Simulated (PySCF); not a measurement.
C₄H₄S (charge -1 and doublet state).
Structure used (GFN2-xTB), in Å, numbered top down from 1:
```xyz
9
C4H4S angstrom
C     -1.8157    0.1654   -0.1576
C     -0.3826   -0.0034   -0.3198
C      0.8170   -0.1738   -0.4549
C      2.1686   -0.3090   -0.6152
S      3.2195    0.9749   -1.0276
H     -2.1389   -0.1034    0.8571
H     -2.0959    1.2076   -0.3373
H     -2.3765   -0.4620   -0.8634
H      2.6179   -1.2904   -0.4754
```

Identity: `CC#C[CH][S-]` [radical] (charge -1).

The calculation used UKS B3LYP, pcH-1 on C H S, non-relativistic, mean-field spin-orbit, GIAO (PySCF). Whether the extra electron is bound in the gas phase wasn't checked; a finite basis holds it in any case. The geometry wasn't refined by DFT: couplings that depend on bond lengths, twists or pyramidal angles can differ widely from those at the functional's own minimum, by a factor of two or more for some ions and for spin on atoms past the first row. No stability test was run, so a lower SCF solution isn't excluded.

(1) Break the g tensor into its mass correction, gauge correction and orbital-Zeeman/spin–orbit terms.

(2) What are the electron Larmor frequencies g μB B/h along the three axes at 350 mT?

(3) At 9.517 GHz, how far is the centre of the isotropic spectrum from where a free electron (g = 2.002319) resonates?

(4) In a frozen sample, at which fields do the three g values resonate at 9.5, 34, 94 and 263 GHz (hyperfine left aside), and which band first spreads them over more than twice a line width of 0.5 mT?

Results:

(1) 
```
                    Δg (ppt)      1      2      3
relativistic mass correction  -0.17  -0.17  -0.17
            gauge correction  -0.01   0.04   0.04
   orbital Zeeman/spin–orbit  -0.24   9.29  16.97
                       total  -0.42   9.15  16.84
```

So g = 2.00190, 2.01147, 2.01916 and g_iso = 2.01084; the tensor is rhombic: the two nearest values differ by 45 % of g3 − g1. Axes: g3 points within 6° of the C4–S5 bond.

(2) 9.8067, 9.8536, 9.8912 GHz for g1, g2 and g3, a range of 84.5 MHz.

(3) B = hν/(g μB) with μB/h = 13.99624 MHz/mT gives 339.59 mT for the free electron and 338.15 mT at g_iso, 1.44 mT lower.

(4) 
```
band    GHz  B(g3) mT  B(g2) mT  B(g1) mT  spread mT
   X    9.5    336.16    337.44    339.05       2.90
   Q   34.0   1203.09   1207.68   1213.46      10.37
   W   94.0   3326.18   3338.89   3354.86      28.67
   J  263.0   9306.23   9341.79   9386.46      80.22
```

The spread grows in proportion to the frequency. X band is the first where it exceeds 1.0 mT.

The Mulliken spin populations are largest on C4 (+0.43), S5 (+0.37), C2 (+0.33) and C3 (-0.12). Three atoms exceed +0.15. The positive populations add up to 1.17 and the negative ones to -0.17, together 2S = 1.

The HOMO–LUMO gaps are 3.40 eV among the α and 3.52 eV among the β orbitals.
